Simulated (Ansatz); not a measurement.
Input file for `FC1=CCC1Cl`:

```yaml
crystal:
  periodic: [false, false, false]
  atoms:
    - {symbol: F, position_ang: [2.239489, 0.559888, -0.646798]}
    - {symbol: C, position_ang: [1.064587, 0.129286, -0.241707]}
    - {symbol: C, position_ang: [0.651217, -0.908943, 0.476149]}
    - {symbol: C, position_ang: [-0.795797, -0.472441, 0.367724]}
    - {symbol: C, position_ang: [-0.280980, 0.689855, -0.529846]}
    - {symbol: Cl, position_ang: [-0.600901, 2.339358, 0.051292]}
    - {symbol: H, position_ang: [1.134951, -1.758225, 0.936599]}
    - {symbol: H, position_ang: [-1.247388, -0.115582, 1.293941]}
    - {symbol: H, position_ang: [-1.475455, -1.164205, -0.135660]}
    - {symbol: H, position_ang: [-0.606724, 0.649708, -1.568794]}
basis:
  gaussian: {orbitals: def2-TZVPP}
correlation: {method: ccsd_t}
output: {orbitals: {seedname: orbitals}}
```

```sh
$ ansatz run in.yaml --threads 4 --pin off --events-out ev --progress --plain --max-ram 10444MiB
```

The program prints (abridged):

```
Functional definition: HF
1548 factors; integrals over basis functions are off by at most 8.2e-4 eV
mean field evaluation 1: about -19392.6264 eV, gradient 3.3e1 eV
mean field evaluation 2: about -19392.9533 eV, gradient 3.4e1 eV
mean field evaluation 4: about -19395.8692 eV, gradient 4.3e0 eV
mean field evaluation 8: about -19395.9351 eV, gradient 3.1e-1 eV
mean field -19395.93564966 eV, -712.7874880876 hartree, gradient 4.6e-6 eV, S^2 0.000000; 0 other end points of the search recorded, 0 dependent functions left out
10 core orbitals not correlated: weight in the atoms' cores, before any rotation towards them, 1.000 or more for the frozen orbitals, at most 0.000 for the correlated occupied ones
reference -19395.93564966 eV, -712.7874880876 hartree; 17, 17 occupied and 226, 226 virtual orbitals, 1548 factors
second order -29.30173841 eV of doubles, -0.00000000 eV of singles
cycle   1  -29.47467109 eV  change   -1.7e-1 eV  update   1.1e-1
cycle   2  -30.14914551 eV  change   -6.7e-1 eV  update   3.4e-2
cycle   3  -30.30471413 eV  change   -1.6e-1 eV  update   1.7e-2
cycle   4  -30.29513796 eV  change    9.6e-3 eV  update   4.0e-3
cycle   5  -30.29407801 eV  change    1.1e-3 eV  update   1.7e-3
cycle   6  -30.29526403 eV  change   -1.2e-3 eV  update   4.4e-4
cycle   7  -30.29514604 eV  change    1.2e-4 eV  update   1.6e-4
cycle   8  -30.29507828 eV  change    6.8e-5 eV  update   4.6e-5
cycle   9  -30.29508892 eV  change   -1.1e-5 eV  update   2.3e-5
perturbative correction -1.33744225 eV, -0.0491500961 hartree
Total energy: -19427.56818083 eV, -713.9499621667 hartree
```

It took 50 s on 4 threads of an Intel Xeon 6975P-C on a shared host, with 6.5 GiB of host memory at the peak.

MP2 recovers 92.6 % of the CCSD(T) correlation energy and the triples give 4.2 %; T1 = 0.0110.
